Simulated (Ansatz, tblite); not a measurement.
# BiH2Cl: a ladder of methods and basis sets

How do method and basis change the picture of BiH2Cl (singlet)?

Program: Ansatz 0.2.0, Gaussian basis. Level of theory: as each input shows. These are calculated values, not measurements.

Levels to be run: GFN1-xTB, GFN2-xTB, PBE-D4/def2-TZVP, r2SCAN-D4/def2-TZVP, CAM-B3LYP-D4/def2-TZVP, revPBE-D4/def2-TZVP, HSE06-D4/def2-TZVP, r2SCANh-D4/def2-TZVP, BLYP-D4/def2-TZVP, B97M-V/def2-TZVP, LC-ωPBE/def2-TZVP, PBE-D4/def2-SVP, PBE0-D4/def2-SVP, CCSD(T)/def2-TZVPP, MP2/def2-TZVP, RPA/def2-TZVP.

### Step 1. The relaxed structure

The geometry is that of the singlet, from an earlier relaxation (PBE0-D4/def2-TZVP).

4 atoms, charge 0, spin multiplicity 1.

Bond lengths: Bi1–H2 1.792 Å, Bi1–H3 1.792 Å, Bi1–Cl4 2.448 Å. Angles: H2–Bi1–H3 89.6°, H2–Bi1–Cl4 93.8°, H3–Bi1–Cl4 93.8°.

Bi takes a core potential in the def2 sets. No spin-orbit coupling is included.

PBE0-D4/def2-TZVP was run before; its log isn't repeated, and its numbers join the tables.

### Step 2. GFN1-xTB

Tight binding, by tblite at 300 K electronic temperature and without a spin-polarisation term:

```python
tblite.interface.Calculator('GFN1-xTB', numbers, positions, charge=0, uhf=0).singlepoint()
```

Energy -206.3188 eV, HOMO -11.66 eV, LUMO -5.51 eV; 0.002 s.

### Step 3. GFN2-xTB

Tight binding, by tblite at 300 K electronic temperature and without a spin-polarisation term:

```python
tblite.interface.Calculator('GFN2-xTB', numbers, positions, charge=0, uhf=0).singlepoint()
```

Energy -216.6753 eV, HOMO -11.00 eV, LUMO -5.46 eV; 0.001 s.

### Step 4. PBE-D4/def2-TZVP

start.molden holds the orbitals of an earlier run on this state, given as this run's starting guess.

Contents of in.yaml:

```yaml
crystal:
  periodic: [false, false, false]
  atoms:
    - {symbol: Bi, position_ang: [0.060693, 0.117274, 0.829504]}
    - {symbol: H, position_ang: [1.549940, 0.125856, -0.166895]}
    - {symbol: H, position_ang: [-0.614857, 1.425091, -0.192224]}
    - {symbol: Cl, position_ang: [-0.995776, -1.668221, -0.470385]}
basis:
  gaussian: {orbitals: def2-TZVP, initial_orbitals: start.molden}
hamiltonian: {xc: pbe, dispersion: d4}
scf: {omitted_lower_state_checks: [starts]}
output: {orbitals: {seedname: orbitals}}
```

Run with:

```sh
> ansatz run in.yaml --threads 4 --pin off --events-out ev --progress --plain --max-ram 3916MiB
```

After this run come: r2SCAN-D4/def2-TZVP; CAM-B3LYP-D4/def2-TZVP; revPBE-D4/def2-TZVP; HSE06-D4/def2-TZVP; r2SCANh-D4/def2-TZVP; BLYP-D4/def2-TZVP; B97M-V/def2-TZVP; LC-ωPBE/def2-TZVP; PBE-D4/def2-SVP; PBE0-D4/def2-SVP; CCSD(T)/def2-TZVPP; MP2/def2-TZVP; RPA/def2-TZVP.

Before running them: what should the planned runs give, taken together? Wanted: gap in def2-TZVP, named functionals, smallest and largest; correlation energy, CCSD(T)/def2-TZVPP; correlation energy, MP2/def2-TZVP; binding an atom, CCSD(T)/def2-TZVPP; PBE0 total energy, smallest basis above largest.

The runs gave:

```
                                                 quantity                                  value
gap in def2-TZVP, named functionals, smallest and largest  4.03 eV (BLYP-D4), 10.60 eV (LC-ωPBE)
                   correlation energy, CCSD(T)/def2-TZVPP                              -17.71 eV
                        correlation energy, MP2/def2-TZVP                              -16.90 eV
                      binding an atom, CCSD(T)/def2-TZVPP                               1.977 eV
          PBE0 total energy, smallest basis above largest          4.70 eV (def2-SVP, def2-TZVP)
```

Orbital gaps of the named functionals in def2-TZVP span 4.03 eV (BLYP-D4) to 10.60 eV (LC-ωPBE); exact exchange widens it. The functionals in def2-TZVP miss CCSD(T)/def2-TZVPP by -0.030 (LC-ωPBE) to +0.239 eV (B97M-V) an atom. CCSD(T)/def2-TZVPP isn't at the basis-set limit; small misses against it rank nothing.
